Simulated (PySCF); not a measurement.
Dissociation curve of OH, doublet.

Computed with CCSD(T) on UHF/cc-pVQZ, 1 core orbital frozen in PySCF.

Q: Relative to R = 0.97 Å, what are the energies at R = 0.92, 2.13, 2.61, 3.85 Å?

A: 1.6 kcal/mol at 0.92 Å, 100.2 kcal/mol at 2.13 Å, 104.6 kcal/mol at 2.61 Å, 105.5 kcal/mol at 3.85 Å.

The unrestricted determinant behind UCCSD(T) is spin-contaminated at 1.31 to 3.85 Å (<S²> up to 1.8, against 0.75 for a pure doublet).
